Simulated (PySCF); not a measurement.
# BH₂ + BCl₂ → 2 BHCl

Level: PBE0 in the def2-TZVP basis family, all electrons, no relativity, computed in PySCF with density fitting; open shells unrestricted.

```json
{"species": "BH₂", "state and structure": "doublet, C2v, B–H 1.191 Å (×2); H–B–H 129.4°", "E (Eh)": "-25.89448", "ZPE (kJ/mol)": "37.8", "H(298 K) − H(0) (kJ/mol)": "10.0", "S° (J/(mol K))": "194.2"}
{"species": "BCl₂", "state and structure": "doublet, C2v, B–Cl 1.720 Å (×2); Cl–B–Cl 125.5°", "E (Eh)": "-944.95072", "ZPE (kJ/mol)": "11.9", "H(298 K) − H(0) (kJ/mol)": "11.5", "S° (J/(mol K))": "270.1"}
{"species": "BHCl", "state and structure": "doublet, Cs, B–Cl 1.710 Å, B–H 1.193 Å; Cl–B–H 123.6°", "E (Eh)": "-485.42626", "ZPE (kJ/mol)": "26.3", "H(298 K) − H(0) (kJ/mol)": "10.2", "S° (J/(mol K))": "239.7"}
```

(1) What is the electronic reaction energy?

(2) Add zero-point, thermal and entropy terms for 298.15 K and 1 bar.

Results:

(1) At PBE0/def2-TZVP, ΔE = -19.2 kJ/mol from the differences of the total energies times 2625.5, downhill. The bond energies do not simply add up: the mixed species is favoured.

(2) ΔZPE = 2.9 and Δ[H(298) − H(0)] = -1.1 kJ/mol give ΔH° = -17.4 kJ/mol. ΔS° = 15.1 J/(mol K), so ΔG° = -17.4 − 298.15 × (0.0151) = -22 kJ/mol and log₁₀K = 3.8.

The structures come from searches over a few start shapes, so lower isomers are not excluded.
